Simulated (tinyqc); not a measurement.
UHF in the sto-3g basis, for H2O, spin multiplicity 3, step by step. This run ends on a higher stationary point, not on the lowest solution. One step of it, computed by the program tinyqc.

Question. Iteration 1: building the Fock matrix. J_ij = sum D_kl (ij|kl) with D = D(alpha) + D(beta), K_ij = sum D_kl (ik|jl) for each spin; F = H + J - K(s); E = tr D H + tr D J / 2 - 0.5 sum_s tr D(s) K(s) + E_nn.

D(alpha) at the start:
```
            1O 1s      1O 2s    1O 2px     1O 2py     1O 2pz      2H 1s      3H 1s
1O 1s    0.060846  -0.272661  0.000000   0.000000  -0.016584   0.047985   0.047985
1O 2s   -0.272661   1.242512  0.000000   0.000000   0.107500  -0.318205  -0.318205
1O 2px   0.000000   0.000000  1.000000   0.000000   0.000000   0.000000   0.000000
1O 2py   0.000000   0.000000  0.000000   1.100310   0.000000  -0.250311   0.250311
1O 2pz  -0.016584   0.107500  0.000000   0.000000   1.063081  -0.186726  -0.186726
2H 1s    0.047985  -0.318205  0.000000  -0.250311  -0.186726   1.177348  -0.071892
3H 1s    0.047985  -0.318205  0.000000   0.250311  -0.186726  -0.071892   1.177348
```

D(beta) at the start:
```
            1O 1s      1O 2s    1O 2px     1O 2py     1O 2pz      2H 1s      3H 1s
1O 1s    0.006425  -0.032576  0.000000   0.000000   0.063449   0.023384   0.023384
1O 2s   -0.032576   0.183354  0.000000   0.000000  -0.245571  -0.209673  -0.209673
1O 2px   0.000000   0.000000  1.000000   0.000000   0.000000   0.000000   0.000000
1O 2py   0.000000   0.000000  0.000000   0.037570   0.000000  -0.152071   0.152071
1O 2pz   0.063449  -0.245571  0.000000   0.000000   0.945384  -0.150547  -0.150547
2H 1s    0.023384  -0.209673  0.000000  -0.152071  -0.150547   1.157146  -0.073932
3H 1s    0.023384  -0.209673  0.000000   0.152071  -0.150547  -0.073932   1.157146
```

core Hamiltonian H = T + V (hartree):
```
             1O 1s      1O 2s     1O 2px     1O 2py     1O 2pz      2H 1s      3H 1s
1O 1s   -32.424445  -7.542629   0.000000   0.000000  -0.010718  -0.759543  -0.759543
1O 2s    -7.542629  -9.052065   0.000000   0.000000  -0.134079  -1.975672  -1.975672
1O 2px    0.000000   0.000000  -7.220618   0.000000   0.000000   0.000000   0.000000
1O 2py    0.000000   0.000000   0.000000  -7.287288   0.000000  -1.179360   1.179360
1O 2pz   -0.010718  -0.134079   0.000000   0.000000  -7.267997  -1.022532  -1.022532
2H 1s    -0.759543  -1.975672   0.000000  -1.179360  -1.022532  -3.938603  -0.627081
3H 1s    -0.759543  -1.975672   0.000000   1.179360  -1.022532  -0.627081  -3.938603
```

Two-electron integrals (ij|kl) in chemists' order, unique and non-zero (hartree):
```
(11|11) 4.785065    (21|11) 0.741380    (21|21) 0.136873    (22|11) 1.118947
(22|21) 0.256633    (22|22) 0.817206    (31|31) 0.024477    (32|31) 0.037809
(32|32) 0.180518    (33|11) 1.115814    (33|21) 0.256684    (33|22) 0.817023
(33|33) 0.880159    (41|41) 0.024477    (42|41) 0.037809    (42|42) 0.180518
(43|43) 0.047444    (44|11) 1.115814    (44|21) 0.256684    (44|22) 0.817023
(44|33) 0.785270    (44|44) 0.880159    (51|51) 0.024477    (52|51) 0.037809
(52|52) 0.180518    (53|53) 0.047444    (54|54) 0.047444    (55|11) 1.115814
(55|21) 0.256684    (55|22) 0.817023    (55|33) 0.785270    (55|44) 0.785270
(55|55) 0.880159    (61|11) 0.074749    (61|21) 0.013701    (61|22) 0.025586
(61|33) 0.025539    (61|41) 0.000458    (61|42) 0.000870    (61|44) 0.025623
(61|51) 0.000386    (61|52) 0.000734    (61|54) 0.000071    (61|55) 0.025599
(61|61) 0.001388    (62|11) 0.212318    (62|21) 0.049442    (62|22) 0.178284
(62|33) 0.175085    (62|41) 0.002807    (62|42) 0.023020    (62|44) 0.180589
(62|51) 0.002366    (62|52) 0.019406    (62|54) 0.004639    (62|55) 0.178996
(62|61) 0.005054    (62|62) 0.051482    (63|31) 0.004785    (63|32) 0.029241
(63|43) 0.004571    (63|53) 0.003853    (63|63) 0.006752    (64|11) 0.127145
(64|21) 0.029956    (64|22) 0.115417    (64|33) 0.110425    (64|41) 0.006245
(64|42) 0.043018    (64|44) 0.122899    (64|51) 0.001231    (64|52) 0.011614
(64|54) 0.006662    (64|55) 0.112793    (64|61) 0.003172    (64|62) 0.040598
(64|64) 0.038437    (65|11) 0.107184    (65|21) 0.025253    (65|22) 0.097297
(65|33) 0.093088    (65|41) 0.001231    (65|42) 0.011614    (65|44) 0.095898
(65|51) 0.005823    (65|52) 0.039032    (65|54) 0.006939    (65|55) 0.102791
(65|61) 0.002674    (65|62) 0.034224    (65|64) 0.026711    (65|65) 0.029269
(66|11) 0.400802    (66|21) 0.094785    (66|22) 0.394118    (66|33) 0.380205
(66|41) 0.005952    (66|42) 0.069489    (66|44) 0.404363    (66|51) 0.005018
(66|52) 0.058579    (66|54) 0.020365    (66|55) 0.397373    (66|61) 0.009728
(66|62) 0.154563    (66|64) 0.139506    (66|65) 0.117604    (66|66) 0.774606
(71|11) 0.074749    (71|21) 0.013701    (71|22) 0.025586    (71|33) 0.025539
(71|41) -0.000458   (71|42) -0.000870   (71|44) 0.025623    (71|51) 0.000386
(71|52) 0.000734    (71|54) -0.000071   (71|55) 0.025599    (71|61) 0.001369
(71|62) 0.004910    (71|64) 0.002863    (71|65) 0.002601    (71|66) 0.009410
(71|71) 0.001388    (72|11) 0.212318    (72|21) 0.049442    (72|22) 0.178284
(72|33) 0.175085    (72|41) -0.002807   (72|42) -0.023020   (72|44) 0.180589
(72|51) 0.002366    (72|52) 0.019406    (72|54) -0.004639   (72|55) 0.178996
(72|61) 0.004910    (72|62) 0.040315    (72|64) 0.022320    (72|65) 0.026025
(72|66) 0.096311    (72|71) 0.005054    (72|72) 0.051482    (73|31) 0.004785
(73|32) 0.029241    (73|43) -0.004571   (73|53) 0.003853    (73|63) 0.005079
(73|73) 0.006752    (74|11) -0.127145   (74|21) -0.029956   (74|22) -0.115417
(74|33) -0.110425   (74|41) 0.006245    (74|42) 0.043018    (74|44) -0.122899
(74|51) -0.001231   (74|52) -0.011614   (74|54) 0.006662    (74|55) -0.112793
(74|61) -0.002863   (74|62) -0.022320   (74|64) -0.007670   (74|65) -0.014179
(74|66) -0.050376   (74|71) -0.003172   (74|72) -0.040598   (74|74) 0.038437
(75|11) 0.107184    (75|21) 0.025253    (75|22) 0.097297    (75|33) 0.093088
(75|41) -0.001231   (75|42) -0.011614   (75|44) 0.095898    (75|51) 0.005823
(75|52) 0.039032    (75|54) -0.006939   (75|55) 0.102791    (75|61) 0.002601
(75|62) 0.026025    (75|64) 0.014179    (75|65) 0.021636    (75|66) 0.067447
(75|71) 0.002674    (75|72) 0.034224    (75|74) -0.026711   (75|75) 0.029269
(76|11) 0.060659    (76|21) 0.014278    (76|22) 0.056712    (76|33) 0.055310
(76|44) 0.056293    (76|51) 0.001013    (76|52) 0.010288    (76|55) 0.058469
(76|61) 0.001446    (76|62) 0.016778    (76|64) 0.011624    (76|65) 0.012590
(76|66) 0.055849    (76|71) 0.001446    (76|72) 0.016778    (76|74) -0.011624
(76|75) 0.012590    (76|76) 0.007328    (77|11) 0.400802    (77|21) 0.094785
(77|22) 0.394118    (77|33) 0.380205    (77|41) -0.005952   (77|42) -0.069489
(77|44) 0.404363    (77|51) 0.005018    (77|52) 0.058579    (77|54) -0.020365
(77|55) 0.397373    (77|61) 0.009410    (77|62) 0.096311    (77|64) 0.050376
(77|65) 0.067447    (77|66) 0.263695    (77|71) 0.009728    (77|72) 0.154563
(77|74) -0.139506   (77|75) 0.117604    (77|76) 0.055849    (77|77) 0.774606
```

nuclear repulsion = 6.73811110 hartree

Give: Coulomb J; exchange K(alpha); exchange K(beta); F(alpha); F(beta); total energy of this density.

Answer.

Coulomb J (hartree):
```
        1O 1s  1O 2s  1O 2px  1O 2py  1O 2pz  2H 1s   3H 1s
1O 1s   8.285  1.909   0.000   0.000   0.000  0.190   0.190
1O 2s   1.909  6.426   0.000   0.000   0.112  1.542   1.542
1O 2px  0.000  0.000   6.408   0.000   0.000  0.000   0.000
1O 2py  0.000  0.000   0.000   6.403   0.000  1.049  -1.049
1O 2pz  0.000  0.112   0.000   0.000   6.463  0.920   0.920
2H 1s   0.190  1.542   0.000   1.049   0.920  4.402   0.554
3H 1s   0.190  1.542   0.000  -1.049   0.920  0.554   4.402
```

exchange K(alpha) (hartree):
```
        1O 1s  1O 2s  1O 2px  1O 2py  1O 2pz  2H 1s   3H 1s
1O 1s   0.134  0.123   0.000   0.000   0.000  0.016   0.016
1O 2s   0.123  1.315   0.000   0.000   0.018  0.313   0.313
1O 2px  0.000  0.000   1.159   0.000   0.000  0.000   0.000
1O 2py  0.000  0.000   0.000   1.182   0.000  0.197  -0.197
1O 2pz  0.000  0.018   0.000   0.000   1.174  0.171   0.171
2H 1s   0.016  0.313   0.000   0.197   0.171  0.841   0.103
3H 1s   0.016  0.313   0.000  -0.197   0.171  0.103   0.841
```

exchange K(beta) (hartree):
```
         1O 1s   1O 2s  1O 2px  1O 2py  1O 2pz  2H 1s   3H 1s
1O 1s    0.054   0.074   0.000   0.000  -0.010  0.008   0.008
1O 2s    0.074   0.435   0.000   0.000  -0.269  0.117   0.117
1O 2px   0.000   0.000   0.943   0.000   0.000  0.000   0.000
1O 2py   0.000   0.000   0.000   0.132   0.000  0.084  -0.084
1O 2pz  -0.010  -0.269   0.000   0.000   0.878  0.090   0.090
2H 1s    0.008   0.117   0.000   0.084   0.090  0.776   0.070
3H 1s    0.008   0.117   0.000  -0.084   0.090  0.070   0.776
```

F(alpha) (hartree):
```
          1O 1s   1O 2s  1O 2px  1O 2py  1O 2pz   2H 1s   3H 1s
1O 1s   -24.273  -5.757   0.000   0.000  -0.011  -0.586  -0.586
1O 2s    -5.757  -3.941   0.000   0.000  -0.040  -0.746  -0.746
1O 2px    0.000   0.000  -1.972   0.000   0.000   0.000   0.000
1O 2py    0.000   0.000   0.000  -2.066   0.000  -0.328   0.328
1O 2pz   -0.011  -0.040   0.000   0.000  -1.979  -0.273  -0.273
2H 1s    -0.586  -0.746   0.000  -0.328  -0.273  -0.377  -0.177
3H 1s    -0.586  -0.746   0.000   0.328  -0.273  -0.177  -0.377
```

F(beta) (hartree):
```
          1O 1s   1O 2s  1O 2px  1O 2py  1O 2pz   2H 1s   3H 1s
1O 1s   -24.194  -5.708   0.000   0.000  -0.001  -0.577  -0.577
1O 2s    -5.708  -3.061   0.000   0.000   0.247  -0.551  -0.551
1O 2px    0.000   0.000  -1.756   0.000   0.000   0.000   0.000
1O 2py    0.000   0.000   0.000  -1.016   0.000  -0.214   0.214
1O 2pz   -0.001   0.247   0.000   0.000  -1.684  -0.192  -0.192
2H 1s    -0.577  -0.551   0.000  -0.214  -0.192  -0.312  -0.143
3H 1s    -0.577  -0.551   0.000   0.214  -0.192  -0.143  -0.312
```

total energy of this density = -29.13145 hartree

This density is the starting one.
